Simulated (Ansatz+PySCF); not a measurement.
Results of a calculation; reference values are marked as such.
**Several solutions for singlet H2S in separate pieces**

```xyz
3

S     0.0000    0.0000   -0.3120
H     0.0000    2.9146    2.4964
H     0.0000   -2.9146    2.4964
```

Basis set: cc-pVDZ (spherical functions). Charge 0, multiplicity 1.

PBE (unrestricted) was run from several starts with Ansatz (development build ahead of 0.2.0).

```tsv
run	program	start	converged	energy (hartree)	<S²>
A	Ansatz	search for the lowest state	yes	-398.92847	–
B	Ansatz	atomic start, no search	yes	-398.82127	–
C	Ansatz	stability test followed	yes	-398.92847	–
```

(1) Which runs reached the lowest solution of this kind, and what is wrong with the others?

Results:

(1) A, C reached the lowest solution found. Converged but too high: B by 2.92 eV. Convergence only shows a stationary point, and even a stable one can lie too high; stability tests and further starts are what find lower ones. Caution: charge can spread falsely over distant fragments. Caution: the unrestricted determinant is spin contaminated.
